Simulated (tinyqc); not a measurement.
Inside a calculation. Method: UKS/PBE0 in the sto-3g basis, for CH2, spin multiplicity 3. One step of it, computed by the program tinyqc.

Question. Iteration 1: diagonalisation and new density. Diagonalise F' = X^T F X, C = X C', fill 5 alpha and 3 beta electrons from the bottom; D(s) = C_occ C_occ^T. Each column has its largest component positive (the first on a tie).

F(alpha) (hartree), lower triangle:
```
             1C 1s      1C 2s     1C 2px     1C 2py     1C 2pz      2H 1s      3H 1s
1C 1s   -14.113226
1C 2s    -3.432004  -2.110437
1C 2px    0.000000   0.000000  -1.158922
1C 2py    0.000000   0.000000   0.000000  -1.151421
1C 2pz   -0.025917  -0.038757   0.000000   0.000000  -1.067227
2H 1s    -0.463560  -0.502478   0.000000  -0.289476  -0.172284  -0.180568
3H 1s    -0.463560  -0.502478   0.000000   0.289476  -0.172284  -0.089552  -0.180568
```

F(beta) (hartree), lower triangle:
```
             1C 1s      1C 2s     1C 2px     1C 2py     1C 2pz      2H 1s      3H 1s
1C 1s   -14.154931
1C 2s    -3.399785  -1.945513
1C 2px    0.000000   0.000000  -0.852316
1C 2py    0.000000   0.000000   0.000000  -0.847733
1C 2pz   -0.025739  -0.031319   0.000000   0.000000  -1.013414
2H 1s    -0.458333  -0.465898   0.000000  -0.242340  -0.165541  -0.160421
3H 1s    -0.458333  -0.465898   0.000000   0.242340  -0.165541  -0.088454  -0.160421
```

X, lower triangle:
```
            1C 1s      1C 2s    1C 2px     1C 2py     1C 2pz      2H 1s     3H 1s
1C 1s    1.026075
1C 2s   -0.142862   1.139265
1C 2px   0.000000   0.000000  1.000000
1C 2py   0.000000   0.000000  0.000000   1.090444
1C 2pz  -0.007230   0.061209  0.000000   0.000000   1.032573
2H 1s    0.020747  -0.208808  0.000000  -0.188750  -0.111591   1.117417
3H 1s    0.020747  -0.208808  0.000000   0.188750  -0.111591  -0.013871  1.117417
```

Give: F' = X^T F X; orbital energies; coefficients C; F' = X^T F X; orbital energies; coefficients C; D(alpha) after iteration 1; D(beta) after iteration 1.

Answer.

F' = X^T F X (alpha) (hartree), lower triangle:
```
          1        2        3        4        5        6       7
1  -13.9291
2   -1.5211  -1.5109
3    0.0000   0.0000  -1.1589
4    0.0000   0.0000   0.0000  -1.1373
5   -0.0271  -0.0243   0.0000   0.0000  -1.0631
6   -0.0622  -0.1832   0.0000  -0.1213  -0.0683   0.0293
7   -0.0622  -0.1832   0.0000   0.1213  -0.0683  -0.0194  0.0293
```

orbital energies (alpha) (hartree): MO1 -14.1138, MO2 -1.3759, MO3 -1.1616, MO4 -1.1589, MO5 -1.0658, MO6 0.0623, MO7 0.0730

coefficients C (alpha):
```
            MO1      MO2      MO3     MO4      MO5      MO6      MO7
1C 1s    1.0017  -0.2559   0.0000  0.0000   0.0272   0.0672   0.0000
1C 2s   -0.0075   1.0741   0.0000  0.0000  -0.1100  -0.4934   0.0000
1C 2px   0.0000   0.0000   0.0000  1.0000   0.0000   0.0000   0.0000
1C 2py   0.0000   0.0000   1.0422  0.0000   0.0000   0.0000  -0.4173
1C 2pz   0.0013   0.1566   0.0000  0.0000   1.0042  -0.2490   0.0000
2H 1s    0.0018  -0.0762  -0.0746  0.0000  -0.0372   0.8113   0.8185
3H 1s    0.0018  -0.0762   0.0746  0.0000  -0.0372   0.8113  -0.8185
```

F' = X^T F X (beta) (hartree), lower triangle:
```
          1        2        3        4        5        6       7
1  -13.9791
2   -1.5022  -1.3397
3    0.0000   0.0000  -0.8523
4    0.0000   0.0000   0.0000  -0.8136
5   -0.0272  -0.0133   0.0000   0.0000  -1.0078
6   -0.0648  -0.1778   0.0000  -0.1264  -0.0688   0.0348
7   -0.0648  -0.1778   0.0000   0.1264  -0.0688  -0.0197  0.0348
```

orbital energies (beta) (hartree): MO1 -14.1562, MO2 -1.2143, MO3 -1.0117, MO4 -0.8523, MO5 -0.8490, MO6 0.0708, MO7 0.0898

coefficients C (beta):
```
            MO1      MO2      MO3     MO4      MO5      MO6      MO7
1C 1s    1.0026  -0.2508   0.0324  0.0000   0.0000   0.0705   0.0000
1C 2s   -0.0114   1.0631  -0.1346  0.0000   0.0000  -0.5108   0.0000
1C 2px   0.0000   0.0000   0.0000  1.0000   0.0000   0.0000   0.0000
1C 2py   0.0000   0.0000   0.0000  0.0000   1.0179   0.0000  -0.4735
1C 2pz   0.0009   0.1739   0.9998  0.0000   0.0000  -0.2551   0.0000
2H 1s    0.0027  -0.0634  -0.0330  0.0000  -0.0299   0.8126   0.8214
3H 1s    0.0027  -0.0634  -0.0330  0.0000   0.0299   0.8126  -0.8214
```

D(alpha) after iteration 1, lower triangle:
```
          1C 1s    1C 2s  1C 2px   1C 2py   1C 2pz   2H 1s   3H 1s
1C 1s    1.0696
1C 2s   -0.2853   1.1658
1C 2px   0.0000   0.0000  1.0000
1C 2py   0.0000   0.0000  0.0000   1.0862
1C 2pz  -0.0115   0.0577  0.0000   0.0000   1.0329
2H 1s    0.0203  -0.0778  0.0000  -0.0778  -0.0493  0.0128
3H 1s    0.0203  -0.0778  0.0000   0.0778  -0.0493  0.0016  0.0128
```

D(beta) after iteration 1, lower triangle:
```
          1C 1s    1C 2s  1C 2px  1C 2py   1C 2pz   2H 1s   3H 1s
1C 1s    1.0692
1C 2s   -0.2824   1.1483
1C 2px   0.0000   0.0000  0.0000
1C 2py   0.0000   0.0000  0.0000  0.0000
1C 2pz  -0.0103   0.0503  0.0000  0.0000   1.0298
2H 1s    0.0175  -0.0630  0.0000  0.0000  -0.0440  0.0051
3H 1s    0.0175  -0.0630  0.0000  0.0000  -0.0440  0.0051  0.0051
```
